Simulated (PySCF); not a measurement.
Ionisation energies (eV) were calculated with PySCF 2.14 by PBE, MP2 (valence), UHF, in another order, as differences of total energies without spin-orbit coupling. The measured values are between term centres (NIST).

```tsv
species	measured	A	B	C
C (aug-cc-pCVTZ-DK with one added diffuse shell each of s, p, d, f type, spin-free X2C)	11.262	10.792	11.248	11.536
F (aug-cc-pCVTZ-DK with one added diffuse shell each of s, p, d, f type, spin-free X2C)	17.427	15.654	17.305	17.656
Si⁺ (aug-cc-pCVTZ-DK with one added diffuse shell each of s, p, d, f type, spin-free X2C)	16.322	15.818	16.086	16.389
P (aug-cc-pCVTZ-DK with one added diffuse shell each of s, p, d, f type, spin-free X2C)	10.526	9.896	10.483	10.481
Ca (aug-cc-pwCVTZ-X2C with one added diffuse shell each of s, p, d, f type, spin-free X2C)	6.113	5.137	5.692	6.093
Sr (aug-cc-pwCVTZ-X2C with one added diffuse shell each of s, p, d, f type, spin-free X2C)	5.695	4.744	5.259	5.700
Sn⁺ (aug-cc-pwCVTZ-DK3 with one added diffuse shell each of s, p, d, f type, spin-free X2C)	14.282	13.752	13.965	14.228
Te (aug-cc-pwCVTZ-DK3 with one added diffuse shell each of s, p, d, f type, spin-free X2C)	8.749	7.735	8.378	8.743
```

Question: Which column is which method?

Answer: A is UHF (mean error -0.86 eV); B is MP2 (valence) (mean error -0.24 eV); C is PBE (mean error 0.06 eV). Hartree-Fock lacks the correlation of the electron removed and comes out lowest. Valence MP2 in a finite basis recovers only part of the missing correlation, so it stays below experiment on average. PBE, with gradient corrections, lies close to experiment on average, with errors of both signs.
